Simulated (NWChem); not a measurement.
Correlation energy of dimethyl ether (C2H6O)

```xyz
9

C     -1.1611     0.0000    -0.1881
O      0.0000     0.0000     0.5778
C      1.1611     0.0000    -0.1881
H     -1.2330    -0.8952    -0.8395
H     -1.2330     0.8952    -0.8395
H     -2.0215     0.0000     0.4963
H      1.2330    -0.8952    -0.8395
H      2.0215     0.0000     0.4963
H      1.2330     0.8952    -0.8395
```
Charge 0, spin multiplicity 1.

Everything below was run with NWChem. Structure: optimised with PBE0/def2-SVP, a minimum by its harmonic frequencies.

Basis set: cc-pVDZ. Each correlation energy counts from its own Hartree-Fock reference.

```tsv
method	correlation energy (mHa)	difference from CCSD(T)
RI-MP2	-478.4	+52.2
MP2	-478.4	+52.1
SCS-MP2	-478.0	+52.6
CR-CCSD[T]	-528.1	+2.4
CR-CCSD(T)	-527.7	+2.9
CCSD	-517.7	+12.8
CCSD+T(CCSD)	-531.1	-0.6
CCSD(T)	-530.6	0.0
```

The values span 53.2 mHa, from CCSD+T(CCSD) (lowest) to SCS-MP2 (highest). 

The correlated methods keep 3 core orbitals frozen. No row is a measurement; the coupled-cluster row has its own basis-set and correlation limits.
